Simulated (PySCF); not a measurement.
Reaction (SMILES): CCO + H+ → CC[OH2+]
B3LYP-D3(BJ)/def2-TZVP geometries, fixed; electronic energies without zero-point terms; positive where energy is released.
Largest species:
```xyz
10

C      1.2415    -0.3849    -0.0245
C      0.1316     0.6140    -0.0055
O     -1.2155    -0.1823    -0.0432
H     -2.0171     0.3730    -0.0073
H      0.0737     1.2204     0.8948
H      0.0492     1.2148    -0.9063
H      2.1778     0.1793    -0.0373
H      1.2551    -1.0063     0.8727
H      1.2131    -1.0075    -0.9176
H     -1.2663    -0.8904     0.6264
```
Charge +1, spin multiplicity 1.

Effect of the auxiliary basis of density fitting at B3LYP/def2-TZVP with PySCF, against the last row, where the proton affinity is 192.81 kcal/mol. Species with rotatable bonds are taken in one conformer.

```json
[
 {"setting": "density fitting: autoaux", "fitting functions, largest species": "748", "largest shift of a total energy (mEh)": "-0.003", "shift of the proton affinity (kcal/mol)": "0.001"},
 {"setting": "density fitting: def2-universal-jkfit", "fitting functions, largest species": "353", "largest shift of a total energy (mEh)": "-0.108", "shift of the proton affinity (kcal/mol)": "0.014"},
 {"setting": "density fitting: cc-pvtz-jkfit", "fitting functions, largest species": "447", "largest shift of a total energy (mEh)": "-0.031", "shift of the proton affinity (kcal/mol)": "-0.001"},
 {"setting": "density fitting: cc-pvqz-jkfit", "fitting functions, largest species": "675", "largest shift of a total energy (mEh)": "-0.008", "shift of the proton affinity (kcal/mol)": "0.000"},
 {"setting": "density fitting: none", "fitting functions, largest species": "-", "largest shift of a total energy (mEh)": "0.000", "shift of the proton affinity (kcal/mol)": "0.000"}
]
```

Within 0.02 kcal/mol in the proton affinity: density fitting: autoaux; density fitting: def2-universal-jkfit; density fitting: cc-pvtz-jkfit; density fitting: cc-pvqz-jkfit. The largest shift is 0.108 mEh in a total energy and 0.014 kcal/mol in the difference.
